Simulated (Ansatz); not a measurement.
# C3H2O (propiolaldehyde): the vertical energy of the triplet above the singlet from total energies

C3H2O has 6 atoms, charge 0, and is taken as a singlet. SMILES: `C#CC=O`. The shape is that of a PBE0-D4/def2-TZVP optimisation.

Both states at this one shape; open shells run unrestricted unless said. 1 Eh = 27.2114 eV.

```tsv
level	program	singlet C3H2O (Eh)	triplet C3H2O (Eh)
HF/3-21G	Ansatz	-188.476519	-188.395815
BLYP/6-311+G**	Ansatz	-190.663313	-190.542372
PBE/6-311+G**	Ansatz	-190.478992	-190.359846
```

Problem. Work out the vertical gap, second state less first, at each level.

Solution. 
1. HF/3-21G: -188.395815 − (-188.476519) = 0.080704 Eh = 2.20 eV.
2. BLYP/6-311+G**: -190.542372 − (-190.663313) = 0.120941 Eh = 3.29 eV.
3. PBE/6-311+G**: -190.359846 − (-190.478992) = 0.119146 Eh = 3.24 eV.

No measured value is set beside it here; the levels span 2.20 to 3.29 eV. Hartree–Fock favours the state with fewer electron pairs, since it lacks pair correlation. The second state is spin-contaminated at HF/3-21G (⟨S²⟩ = 2.15).
